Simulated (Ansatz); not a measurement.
`COC1(F)CO1` + H₂ → `COC1CO1` + H–F  (hydrogenolysis of a C–F bond)

Program: Ansatz. Geometries: PBE0-D4/def2-TZVP. ΔE: electronic, gas phase. CBS: MP2 limit from def2 TZ/QZ plus the TZ coupled-cluster correction, frozen cores. This one scheme is used for every species. DFT in def2-TZVPP. Each species was taken in one conformer, which may not be the lowest.

```
             level  ΔE (kcal/mol)  difference from CCSD(T)/CBS
         r2SCAN-D4          -11.1                          4.7
           PBE0-D4          -13.7                          2.1
            B2PLYP          -14.3                          1.5
               PBE          -13.0                          2.8
            r2SCAN          -11.2                          4.6
              PBE0          -14.0                          1.8
     HF/def2-QZVPP          -14.3                          1.5
SCS-MP2/def2-QZVPP          -16.2                         -0.4
      HF/CBS(def2)          -14.3                          1.5
    CCSD/CBS(def2)          -16.5                         -0.7
       CCSD(T)/CBS          -15.8                            0
```

Largest T1 diagnostic among the species: 0.012.

From PBE to PBE0 (25 % exact exchange), in def2-TZVPP and without D4, ΔE moves by −1.0 kcal/mol.
